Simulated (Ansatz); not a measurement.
# OSi: the cost of one run

The runs use Ansatz 0.2.0, Gaussian basis; def2-QZVPP, core rule «outside noble gas», up to 6 orbitals frozen.

The runs, in order: UHF; ROHF; CCSD(T) on UHF.

**1. The system**

The geometry is a PBE0/def2-TZVP stationary point (not a proven minimum).

2 atoms, charge 1, spin multiplicity 4.

Atoms are counted from 1 here; the program's logs count them from 0.

Bond lengths: Si1–O2 1.714 Å.

Coordinates:

```xyz
2
charge 1, multiplicity 4
Si    0.0000    0.0000    0.0000
O     0.0000    0.0000    1.7135
```

**2. UHF**

File in.yaml:

```yaml
crystal:
  periodic: [false, false, false]
  atoms:
    - {symbol: Si, position_ang: [0.000000, 0.000000, 0.000000]}
    - {symbol: O, position_ang: [0.000000, 0.000000, 1.713500]}
basis:
  gaussian: {orbitals: "def2-QZVPP.json"}
total_charge: 1
magnetization: {spin_polarized: true, initial_magnetization: 3}
hamiltonian: {xc: hf}
output: {orbitals: {seedname: orbitals}}
```

Command:

```console
$ ansatz run in.yaml --threads 1 --pin off --events-out ev --progress --plain --max-ram 4096MiB --backend cpu
```

Q: Estimate wall time and peak memory on 1 thread of AMD EPYC 7R13, shared host.

About 6.5 s, with a peak of 0.26 GiB.
